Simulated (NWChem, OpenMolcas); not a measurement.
## NWChem → OpenMolcas

This NWChem 7.3.0 job computes SiH4 (SMILES [SiH4]):

geom.nw:
```
START geom
memory total 2200 mb
charge 0

GEOMETRY noautosym nocenter noautoz
   Si    -0.374786    -1.106999     0.211172
   H      0.592814    -1.795399     1.102172
   H     -1.705786    -1.062099     0.867272
   H     -0.479886    -1.847299    -1.071328
   H      0.468500     1.383800    -0.264200
END

BASIS spherical bse
   * library cc-pVTZ
END

DFT
   xc m06-2x
   grid fine
   convergence energy 1e-08
   maxiter 100
   mulliken
   noprint "final vectors analysis"
END

TASK dft energy
```

```bash
$ nwchem geom.nw > geom.out
```

The Si1–H5 distance was set to 2.672 Å, away from the relaxed value.

A bond is far stretched, where a restricted reference may be unsound.

It gives a total energy of -291.729110 Eh.

Translate the job to OpenMolcas 26.06 as an input file of the program's own.

One way, which was run:

job.inp:
```
* H4Si Kohn-Sham DFT

&GATEWAY
 BasLib = $CurrDir
 Coord
 5
 angstrom
 Si      -0.374786      -1.106999       0.211172
 H        0.592814      -1.795399       1.102172
 H       -1.705786      -1.062099       0.867272
 H       -0.479886      -1.847299      -1.071328
 H        0.468500       1.383800      -0.264200
 Basis = cc-pVTZ
 Group = NoSym

&SEWARD
 GridInput
 Grid=UltraFine
 End of Grid

&SCF
 KSDFT = M062X
 Thresholds = 1e-10 1e-07 1e-07 1e-05
 PrOrbitals = 1 1
```

```bash
$ export MOLCAS_MEM=1860
$ pymolcas job.inp > job.log
```

(Basis files named in the input come from the Basis Set Exchange and aren't shown.)

Its energy is -291.729117 Eh, 0.007 mEh from the first.
